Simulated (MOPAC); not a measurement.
MOPAC input (PM3):

```
PM3 PRECISE GNORM=0.05 LET XYZ CHARGE=-1 GEO-OK AUX(PRECISION=9) THREADS=1
CH3O

C    -0.52121597 1    0.09785177 1    0.02418323 1
O     0.77519218 1   -0.14553262 1   -0.03596714 1
H    -1.01292923 1    0.00621803 1    1.05553155 1
H    -0.86240922 1    1.14299440 1   -0.30004212 1
H    -1.19890323 1   -0.57206207 1   -0.61285166 1
```

Output:

```
 *******************************************************************************
 **                                                                           **
 **                              MOPAC v23.2.5                                **
 **                                                                           **
 *******************************************************************************
 ** MOPAC's Digital Object Identifier: https://doi.org/10.5281/zenodo.6511958 **
 **                                                                           **
 ** Please cite the open-source release paper for use of this MOPAC version:  **
 ** J. E. Moussa and J. J. P. Stewart (2026)                                  **
 ** MOPAC: An open-source semiempirical molecular orbital program             **
 ** J. Open Source Softw., 11(119), 8025, https://doi.org/10.21105/joss.08025 **
 *******************************************************************************

                              PM3 CALCULATION RESULTS

 *******************************************************************************
 *  PM3        - The PM3 Hamiltonian to be used
 *  GEO-OK     - OVERRIDE INTERATOMIC DISTANCE AND OTHER SAFETY CHECKS
 *
 *
 *
 *                 CHARGE ON SYSTEM = -1
 *
 *
 *
 *  LET        - OVERRIDE SOME SAFETY CHECKS
 *  PRECISE    - TIGHTER CRITERIA TO BE USED
 *  XYZ        - CARTESIAN COORDINATE SYSTEM TO BE USED
 *  GNORM      - EXIT WHEN GRADIENT NORM DROPS BELOW 0.050
 *  AUX        - OUTPUT AUXILIARY INFORMATION
 *******************************************************************************
PM3 PRECISE GNORM=0.05 LET XYZ CHARGE=-1 GEO-OK AUX(PRECISION=9) THREADS=1
 CH3O

   ATOM   CHEMICAL          X               Y               Z
  NUMBER   SYMBOL      (ANGSTROMS)     (ANGSTROMS)     (ANGSTROMS)

     1       C         -0.52121597  *   0.09785177  *   0.02418323  *
     2       O          0.77519218  *  -0.14553262  *  -0.03596714  *
     3       H         -1.01292923  *   0.00621803  *   1.05553155  *
     4       H         -0.86240922  *   1.14299440  *  -0.30004212  *
     5       H         -1.19890323  *  -0.57206207  *  -0.61285166  *

          CARTESIAN COORDINATES

    NO.       ATOM           X           Y           Z

     1         C         -0.5212      0.0979      0.0242
     2         O          0.7752     -0.1455     -0.0360
     3         H         -1.0129      0.0062      1.0555
     4         H         -0.8624      1.1430     -0.3000
     5         H         -1.1989     -0.5721     -0.6129

  H: (PM3): J. J. P. STEWART, J. COMP. CHEM. 10, 209 (1989).
  C: (PM3): J. J. P. STEWART, J. COMP. CHEM. 10, 209 (1989).
  O: (PM3): J. J. P. STEWART, J. COMP. CHEM. 10, 209 (1989).

           Empirical Formula: C H3 O  =     5 atoms

      MOLECULAR POINT GROUP   :   C3v

      RHF CALCULATION, NO. OF DOUBLY OCCUPIED LEVELS = 7

          Geometry optimization using EF

          DIAGONAL MATRIX USED AS START HESSIAN

 CYCLE:     1  GRAD.:    35.201 HEAT: -37.05995
 CYCLE:     2  GRAD.:   172.877 HEAT: -30.91692
 CYCLE:     3  GRAD.:   179.299 HEAT: -27.84392
 CYCLE:     4  GRAD.:    86.028 HEAT: -33.67236
 CYCLE:     5  GRAD.:    68.100 HEAT: -37.08651
 CYCLE:     6  GRAD.:    11.681 HEAT: -37.92212
 CYCLE:     7  GRAD.:     1.645 HEAT: -37.95940
 CYCLE:     8  GRAD.:     0.300 HEAT: -37.96034
 CYCLE:     9  GRAD.:     0.006 HEAT: -37.96037

     GRADIENT =  0.00611 IS LESS THAN CUTOFF =  0.05000

 -------------------------------------------------------------------------------
 PM3 PRECISE GNORM=0.05 LET XYZ CHARGE=-1 GEO-OK AUX(PRECISION=9) THREADS=1
 CH3O

     GEOMETRY OPTIMISED USING EIGENVECTOR FOLLOWING (EF).
     SCF FIELD WAS ACHIEVED

                              PM3 CALCULATION
                                                       MOPAC v23.2.5 Linux

          FINAL HEAT OF FORMATION =        -37.96037 KCAL/MOL =    -158.82618 KJ/MOL

          COSMO AREA              =         62.83 SQUARE ANGSTROMS
          COSMO VOLUME            =         44.37 CUBIC ANGSTROMS

          GRADIENT NORM           =          0.00611          =       0.00273 PER ATOM
          IONIZATION POTENTIAL    =          1.791432 EV
          HOMO LUMO ENERGIES (EV) =         -1.791 10.624
          NO. OF FILLED LEVELS    =          7
          MOLECULAR WEIGHT        =         31.0341         POINT GROUP:  C3v

          MOLECULAR DIMENSIONS (Angstroms)

            Atom       Atom       Distance
            H     4    O     2     2.04871
            H     3    H     5     1.76396
            H     3    H     4     1.32551

          SCF CALCULATIONS        =         10

   ATOM   CHEMICAL          X               Y               Z
  NUMBER   SYMBOL      (ANGSTROMS)     (ANGSTROMS)     (ANGSTROMS)

     1       C         -0.52853354  *   0.09922516  *   0.02452261  *
     2       O          0.75534493  *  -0.14180647  *  -0.03504624  *
     3       H         -0.97822742  *   0.00090206  *   1.04734932  *
     4       H         -0.82868828  *   1.13027076  *  -0.29939071  *
     5       H         -1.16298938  *  -0.57360932  *  -0.61016145  *

                             CARTESIAN COORDINATES

   1    C       -0.528533539     0.099225161     0.024522605
   2    O        0.755344933    -0.141806469    -0.035046244
   3    H       -0.978227421     0.000902064     1.047349324
   4    H       -0.828688280     1.130270759    -0.299390708
   5    H       -1.162989380    -0.573609319    -0.610161448

           Empirical Formula: C H3 O  =     5 atoms

      MOLECULAR POINT GROUP   :   C3v

                  EIGENVALUES
 -27.89405 -17.81015  -7.78146  -7.78146  -7.18499  -1.79143  -1.79143  10.62369
  11.30493  11.30494  14.95061

              NET ATOMIC CHARGES AND DIPOLE CONTRIBUTIONS

  ATOM NO.   TYPE          CHARGE      No. of ELECS.   s-Pop       p-Pop
    1          C           0.324233        3.6758     1.08631     2.58946
    2          O          -0.847154        6.8472     1.90454     4.94261
    3          H          -0.159027        1.1590     1.15903
    4          H          -0.159027        1.1590     1.15903
    5          H          -0.159026        1.1590     1.15903
 DIPOLE           X         Y         Z       TOTAL
 POINT-CHG.    -1.204     0.226     0.056     1.226
 HYBRID        -0.560     0.105     0.026     0.570
 SUM           -1.763     0.331     0.082     1.796

          ATOMIC ORBITAL ELECTRON POPULATIONS

     Atom    s        px        py        pz
    1  C   1.08631   0.90575   0.84293   0.84078
    2  O   1.90454   1.17264   1.87298   1.89700
    3  H   1.15903
    4  H   1.15903
    5  H   1.15903

 **********************
 *                    *
 * JOB ENDED NORMALLY *
 *                    *
 **********************

 == MOPAC DONE ==
```

The dipole moment of an ion depends on the origin.
